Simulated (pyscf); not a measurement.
# Substitution at Si: :N–F (SMILES [N]F) [triplet] + F–SiH(F)–F (SMILES F[SiH](F)F) -> F–N•–Si(F)(F)–F (SMILES F[N][Si](F)(F)F) + H• (SMILES [H])

Gas phase, triplet surface, charge 0. Bonds broken: Si4–H7. Bonds formed: N1–Si4. PySCF, gas phase, ωB97X-D3(BJ)/def2-SVP geometries.

Transition state (Å):

```xyz
7

N      0.9166     0.4250     0.5370
F      1.4876     0.8713    -0.5717
F     -1.3763     0.9846    -0.5182
Si    -0.7586    -0.3672     0.1117
F     -0.1186    -1.4772    -0.8709
F     -1.0635    -0.7370     1.6491
H     -2.2259    -1.0658    -0.2676
```

One imaginary mode, 1744i cm⁻¹; descent along it reached the two sides named.

```csv
bond,change,reactant side (Å),saddle,product side
Si4–H7,breaks,1.466,1.669,3.8
N1–Si4,forms,3.2,1.901,1.790
```

Electronic energies relative to the separated reactants (kJ/mol):

```tsv
level	barrier	reaction energy
ωB97X-D3(BJ)/def2-TZVP	266.2	+140.3
PBE/def2-TZVP	167.7	+124.5
r²SCAN/def2-TZVP	193.8	+139.9
B3LYP-D3(BJ)/def2-TZVP	223.1	+146.3
PBE0-D3(BJ)/def2-TZVP	225.2	+135.1
M06-2X/def2-TZVP	268.2	+140.4
ωB97M-D3(BJ)/def2-TZVP	263.4	+139.6
HF/def2-TZVP	379.9	+188.8
```

With ωB97M-D3(BJ)/def2-TZVP energies and thermal terms (ideal gas, 1 atm, RRHO with modes under 100 cm⁻¹ raised to 100, one conformer, R ln 2 for chiral ones without a mode under 150 cm⁻¹), in kJ/mol:

```tsv
T (K)	ΔH‡	ΔG‡	ΔH	ΔG
298	254.8	295.2	+127.4	+136.5
600	257.5	335.1	+133.3	+143.3
900	260.4	373.2	+138.3	+147.2
1200	262.8	410.4	+142.5	+149.6
```

F–N•–Si(F)(F)–F + H• also meet on a surface of lower spin, which isn't treated here. One saddle was located; it need not be the lowest between these sides. The angle at the attacked Si is 180°.
